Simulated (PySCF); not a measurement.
Input of a run (PBE0-D3(BJ)/def2-SVP geometry optimisation, gas phase (PySCF 2.14.0)), started from GFN2-xTB:
```
{"job": {"xc": "PBE0", "basis": "def2-SVP", "d3": "d3bj", "grid": 1, "kind": "geom"}, "charge": -1, "multiplicity": 1}
C     -0.790630    -0.101110    -0.059980
S      1.090750     0.121380    -0.476910
O      1.691230    -1.030480     0.260490
O      1.382400     1.433210     0.175690
H     -0.948490     0.235570     0.958210
H     -1.046160    -1.151490    -0.159670
H     -1.372440     0.502720    -0.751980
```

Output (energies in Eh, forces in Eh/bohr):
```
step   0  E = -587.90649336  max force = 0.019729
step   1  E = -587.90865962  max force = 0.008870
step   2  E = -587.90935575  max force = 0.003722
step   3  E = -587.90955373  max force = 0.005587
step   4  E = -587.90976527  max force = 0.002995
step   5  E = -587.90997433  max force = 0.002101
step   6  E = -587.91001856  max force = 0.000596
step   7  E = -587.91002666  max force = 0.000381
optimisation converged
```

Question: Summarise the run.

Answer: The energy falls by 0.096 eV over 8 energy and gradient evaluations, the largest force component goes from 0.0197 to 3.8e-04 Eh/bohr, and the atoms move by 0.176 Å rms after alignment. The bond that changes most is C1–S2 (ends: S-methyl carbon; sulfur bonded to C and 2 O), which shortens by 0.064 Å. Bonds longer at the end by more than 0.005 Å: 5 of 6; shorter: 1. Among the angles that change most is S2–C1–H5, from 107.9° to 102.4°. Among the dihedrals that turn most is H7–C1–S2–O4, from 80° to 59°. The energy never rose by more than 1e-6 Eh on the way. The first step brought 61 % of the lowering.

Question: What are the final bond lengths?

Answer: C1–S2 1.876 Å, S2=O3 1.517 Å, S2–O4 1.517 Å, C1–H5 1.101 Å, C1–H6 1.102 Å, C1–H7 1.102 Å. Numbering counts from 1 in the input's order; the species is `C[S@](=O)[O-]`.

The run used 75 basis functions and 59 SCF cycles in all. On Arm Neoverse V2, one thread, shared host, this took 11 s.

No PBE0-D3(BJ)/def2-SVP frequencies stand behind this structure, so it isn't proved a minimum. The geometry's basis has no diffuse functions, a weakness for an anion.
